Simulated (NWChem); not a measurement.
Molecule: hydrogen fluoride (HF); SMILES F

All runs: NWChem. Pople sets run with spherical d functions. All runs use the structure optimised with B3LYP/6-31G* (spherical d). Core excitations by TDA in a window of 1s orbitals, non-relativistic and unshifted: absolute energies depend strongly on the exact-exchange share.

Question: What does the run give for F K edge, PBE/6-311G**? Quantities: first 1s excitation (eV); dipole oscillator strength of the first; first state with f > 0.002 (eV); dipole oscillator strength of that state.

Answer: 
```json
{
  "first 1s excitation (eV)": "659.3",
  "dipole_oscillator_strength_of_the_first": "0.0122",
  "first state with f > 0.002 (eV)": "659.3",
  "dipole_oscillator_strength_of_that_state": "0.0122"
}
```
